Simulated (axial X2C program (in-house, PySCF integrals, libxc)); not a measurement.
# S₂⁻ along the bond: HF, with spin–orbit coupling

Computed with an in-house all-electron X2C program for linear molecules (integrals from PySCF). Two-component (2c) means X2C with spin–orbit coupling and atomic mean-field two-electron Coulomb and Gaunt terms. Basis: S dyall-av3z [9s8p3d2f] (cores contracted in-house); Gaussian nuclei, density fitting, unrestricted open shells. Masses: S 31.972 u.

State: Ω = 3/2 (⟨Sz⟩ = 0.50, ⟨Lz⟩ = 1.00 at HF).

Results along the bond:

```csv
R (Å),HOMO (eV),LUMO (eV)
1.753,-0.96,4.61
1.834,-1.28,4.60
1.894,-1.52,4.58
1.955,-1.74,4.57
2.015,-1.96,4.55
2.086,-2.20,4.54
2.156,-2.42,4.52
2.247,-2.69,4.49
2.357,-2.85,4.44
2.519,-2.53,4.22
```

The state is a single determinant with fixed occupations, the lowest that a limited PBE0 search found. The LUMO of an anion is an unbound level whose energy the basis sets.
